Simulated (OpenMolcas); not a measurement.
AlH2F (SMILES [H][Al]([H])[F]): methods side by side

AlH2F: 4 atoms, total charge 0, spin state singlet. SMILES: `[H][Al]([H])[F]`. The shape comes from GFN2-xTB, which is rough for such elements, and wasn't checked as a minimum.

| atom | x (Å) | y (Å) | z (Å) |
| --- | --- | --- | --- |
| Al | 0.0196 | 0.0327 | 0.0009 |
| H | 1.5469 | -0.0179 | 0.0141 |
| H | -0.7390 | 1.3588 | -0.0194 |
| F | -0.8275 | -1.3736 | 0.0044 |

Each level gives the energy change with the Al1–H3 bond stretched from 1.528 to 2.674 Å (eV). The values are calculated.

| level | kind | program | value (eV) | less FCI/STO-3G | CPU time (all runs) |
| --- | --- | --- | --- | --- | --- |
| SVWN5/STO-3G (restricted) | LDA | OpenMolcas | 4.39 | +0.16 | 6.5 s |
| B3LYP/STO-3G (restricted) | global hybrid | OpenMolcas | 4.62 | +0.39 | 7.6 s |
| PBE0/STO-3G (restricted) | global hybrid | OpenMolcas | 4.82 | +0.59 | 7.2 s |
| B2PLYP/STO-3G (restricted) | double hybrid | OpenMolcas | 4.84 | +0.61 | 6.9 s |
| SC-NEVPT2(2,2)/STO-3G | multireference | OpenMolcas | 4.26 | +0.03 | 3 s |
| ACPF/STO-3G (restricted) | coupled cluster or CI | OpenMolcas | 3.72 | -0.51 | 3.1 s |
| CISD/STO-3G (restricted) | coupled cluster or CI | OpenMolcas | 4.51 | +0.28 | 3.1 s |
| FCI/STO-3G | exact in the basis | OpenMolcas | 4.23 | 0.00 | 8.7 s |

FCI/STO-3G is exact within its basis and frozen core, so for wave-function methods in that basis the difference is their error; functionals converge differently with the basis, so for them it is only a difference. The first shape isn't each level's own minimum. The values span 3.72 to 4.84 eV. All rows use very small basis sets, so even the best lies far from the true value. Times are those of the runs behind each value, whatever else they computed, on shared processors of several kinds: orders of magnitude only.
